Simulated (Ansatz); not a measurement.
## A relaxation, step by step

CH$_{7}$OSi (charge -1), singlet, PBE0-D4/def2-TZVPD (Ansatz 0.2.0). Settings:

```yaml
hamiltonian: {xc: pbe0, dispersion: d4}
relax: {f_tol: 0.005, max_steps: 200}
```

Start:

```
10
angstrom
O -0.7387 0.1121 -1.5853
H -0.8512 0.8903 -2.1568
C 0.0844 -1.1580 0.6161
Si 0.1147 0.6754 -0.0091
H -0.4017 -1.8594 -0.0895
H -0.4387 -1.1958 1.5951
H 1.1277 -1.4895 0.8043
H 1.2882 1.2503 -0.8313
H 0.8582 1.1293 1.3556
H -1.0428 1.6453 0.3010
```

```tsv
step	energy less the last (meV)	largest force component (eV/Å)
1	53.6	0.674
2	15.0	0.398
3	2.1	0.156
4	0.8	0.046
5	0.1	0.031
6	0.0	0.014
7	0.0	0.006
8	0.0	0.001
```

Step 5, positions (Å) and forces (eV/Å):

```tsv
atom	x	y	z	Fx	Fy	Fz
O1	-0.724	0.130	-1.554	0.011	-0.027	0.031
H2	-0.823	0.899	-2.119	-0.004	0.021	-0.018
C3	0.083	-1.150	0.610	-0.002	-0.017	0.003
Si4	0.097	0.656	-0.034	-0.002	0.000	-0.003
H5	-0.393	-1.864	-0.068	-0.005	0.015	-0.016
H6	-0.428	-1.176	1.578	0.003	0.005	0.005
H7	1.116	-1.466	0.795	0.003	0.006	0.004
H8	1.271	1.235	-0.826	-0.002	0.001	-0.004
H9	0.837	1.106	1.320	0.000	-0.006	0.002
H10	-1.035	1.629	0.298	-0.002	0.002	-0.004
```

Step 6, positions (Å) and forces (eV/Å):

| atom | x | y | z | Fx | Fy | Fz |
| --- | --- | --- | --- | --- | --- | --- |
| O1 | -0.723 | 0.127 | -1.552 | 0.002 | 0.004 | 0.003 |
| H2 | -0.823 | 0.896 | -2.117 | -0.003 | -0.001 | -0.006 |
| C3 | 0.083 | -1.150 | 0.610 | -0.002 | -0.014 | 0.004 |
| Si4 | 0.097 | 0.657 | -0.033 | 0.000 | -0.007 | 0.002 |
| H5 | -0.394 | -1.859 | -0.072 | 0.001 | 0.007 | -0.001 |
| H6 | -0.429 | -1.177 | 1.578 | 0.003 | 0.001 | 0.000 |
| H7 | 1.116 | -1.466 | 0.794 | -0.001 | 0.003 | 0.001 |
| H8 | 1.271 | 1.235 | -0.827 | -0.001 | 0.003 | 0.001 |
| H9 | 0.838 | 1.106 | 1.322 | 0.000 | 0.002 | -0.001 |
| H10 | -1.035 | 1.630 | 0.297 | 0.002 | 0.002 | -0.001 |

Step 7, positions (Å) and forces (eV/Å):

| atom | x | y | z | Fx | Fy | Fz |
| --- | --- | --- | --- | --- | --- | --- |
| O1 | -0.723 | 0.127 | -1.551 | 0.001 | 0.006 | 0.000 |
| H2 | -0.824 | 0.895 | -2.118 | -0.001 | -0.004 | -0.001 |
| C3 | 0.083 | -1.150 | 0.610 | -0.001 | -0.006 | 0.001 |
| Si4 | 0.097 | 0.657 | -0.032 | 0.000 | 0.000 | 0.000 |
| H5 | -0.395 | -1.858 | -0.073 | 0.001 | 0.002 | 0.001 |
| H6 | -0.429 | -1.177 | 1.578 | 0.001 | 0.001 | -0.001 |
| H7 | 1.116 | -1.467 | 0.794 | -0.001 | 0.001 | 0.000 |
| H8 | 1.271 | 1.236 | -0.826 | 0.000 | 0.001 | 0.000 |
| H9 | 0.838 | 1.107 | 1.322 | 0.000 | 0.000 | 0.001 |
| H10 | -1.034 | 1.630 | 0.297 | 0.001 | 0.001 | 0.000 |

Last step (8):

```xyz
10
angstrom
O -0.7227 0.1268 -1.5511
H -0.8237 0.8943 -2.1185
C 0.0827 -1.1504 0.6098
Si 0.0973 0.6567 -0.0323
H -0.3952 -1.8575 -0.0731
H -0.4281 -1.1773 1.5787
H 1.1158 -1.4667 0.7934
H 1.2705 1.2367 -0.8256
H 0.8376 1.1064 1.3222
H -1.0341 1.6310 0.2965
```

Hardware: 4 CPU threads of an Arm Neoverse V2, shared host. Wall time about 15 s.
